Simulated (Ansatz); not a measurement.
C4H9ClO (`CCOCCCl`). The species carries charge 0 and has multiplicity 1.

```xyz
15

C    -0.888   -1.919   -1.106
C    -0.788   -0.541   -0.505
O     0.193   -0.565    0.508
C     0.355    0.653    1.184
C     1.295    1.578    0.433
Cl    1.502    3.097    1.338
H     0.066   -2.217   -1.545
H    -1.158   -2.651   -0.342
H    -1.650   -1.937   -1.888
H    -0.531    0.193   -1.282
H    -1.753   -0.234   -0.074
H    -0.610    1.152    1.343
H     0.780    0.427    2.164
H     0.909    1.842   -0.551
H     2.278    1.122    0.323
```

Problem. List the harmonic frequencies (cm⁻¹, unscaled) at PBE0-D4/def2-TZVP in Ansatz. (An estimate is asked.)

Solution. The calculation gave: 44, 75, 106, 237, 251, 297, 334, 523, 780, 791, 819, 883, 1050, 1063, 1070, 1135, 1172, 1181, 1245, 1276, 1301, 1323, 1388, 1403, 1430, 1475, 1481, 1492, 1495, 1519, 2988, 3018, 3023, 3059, 3101, 3106, 3139, 3140, 3166.

Problem. Is this a minimum?

Solution. Yes, all 39 modes are real.

Problem. Give the ideal-gas thermochemistry at 298.15 K and 1 bar (rigid rotor, harmonic oscillator; point group C1, symmetry number 1).

Solution. Zero-point energy 337.2 kJ/mol; H(298) − E = 360.0 kJ/mol; entropy 369.9 J/(mol·K), of which translation 167.3, rotation 116.3, vibration 86.2; G(298) − E = 249.7 kJ/mol. Modes under 100 cm⁻¹ are hindered rotations or soft bends, so the harmonic entropy is rough.

Problem. And at 400, 500, 600, 800 and 1000 K?

Solution. 
```tsv
T (K)	H − E (kJ/mol)	S (J/mol/K)	G − E (kJ/mol)
400	373.1	407.6	210.1
500	388.9	442.7	167.6
600	407.3	476.1	121.6
800	450.1	537.5	20.1
1000	499.3	592.3	-93.0
```

Problem. Rotational constants (cm⁻¹)?

Solution. 0.4151, 0.03127, 0.03066.
